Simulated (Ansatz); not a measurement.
Reaction (SMILES): [CH] (CH) → CH+ (singlet, bonded as [CH]) + e-
B3LYP-D3(BJ)/def2-TZVP geometries, fixed; electronic energies without zero-point terms.

Basis-set convergence of the adiabatic ionisation energy at B2PLYP with Ansatz (an electronic-structure program). Cartesian d functions, on some or all atoms, in 6-31G*, 6-31+G*; all else is spherical. Cores are frozen. A restricted B2PLYP determinant is unstable towards unrestricted orbitals. An unrestricted B2PLYP determinant is markedly spin-contaminated. Open shells are unrestricted. No added dispersion term, no relativity. Functions are those of the species that has most. Reference: the value in aug-cc-pV5Z, 10.809 eV, itself unsure by roughly 0.004 eV (its mean distance from pcseg-4, aug-pcseg-3, aug-cc-pVQZ). Deviations are taken from unrounded values.

```
basis              functions  adiabatic ionisation energy (eV)  minus reference (eV)
-----------------  ---------  --------------------------------  --------------------
6-31G                     11                            10.504                -0.305
pcseg-0                   11                            10.648                -0.161
def2-SV(P)                16                            10.725                -0.084
6-31G*                    17                            10.540                -0.269
def2-SVP                  19                            10.739                -0.070
pcseg-1                   19                            10.650                -0.159
6-31+G*                   21                            10.678                -0.131
6-311G**                  24                            10.687                -0.122
6-311+G**                 28                            10.734                -0.075
aug-cc-pVDZ               32                            10.759                -0.051
cc-pVTZ                   44                            10.765                -0.044
jun-cc-pV(T+d)Z           53                            10.791                -0.018
6-311++G(3df,3pd)         57                            10.796                -0.013
aug-cc-pVTZ               69                            10.795                -0.014
cc-pVQZ                   85                            10.792                -0.017
def2-QZVPP                87                            10.798                -0.011
def2-QZVPPD               96                            10.803                -0.006
cc-pV5Z                  146                            10.805                -0.005
```

The smallest set listed that lies within 0.1 eV of the reference with all its larger relatives (same family, alike in diffuse functions; a set with none counts only in the reference's own line) is def2-SV(P) (16 functions, -0.084 eV off). Inside, with no larger relative to test it: def2-QZVPPD. (Relatives not listed, tested too: 6-311++G(2d,2p) -0.034, def2-TZVP -0.033, def2-TZVPP -0.026, def2-QZVP -0.011, aug-cc-pVQZ -0.004, aug-cc-pV5Z 0.000 eV.)
